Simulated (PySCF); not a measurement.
B3LYP has the VWN-RPA correlation part, as in Gaussian. 

H$_{2}$N, SMILES `[NH2]` (charge 0, multiplicity 2)

Method: PySCF 2.14.0 with B3LYP-D3(BJ)/def2-TZVP.

| Property | Value |
|---|---|
| highest occupied spin orbital | -8.43 eV |
| dipole moment | 1.94 D |
| total energy | -55.9053 Ha |
| cost | about 12 core-seconds (a rough figure) |

```xyz
3

N     -0.0001     0.4256     0.0000
H     -0.8062    -0.2130     0.0000
H      0.8063    -0.2127     0.0000
```
Charge 0, spin multiplicity 2.
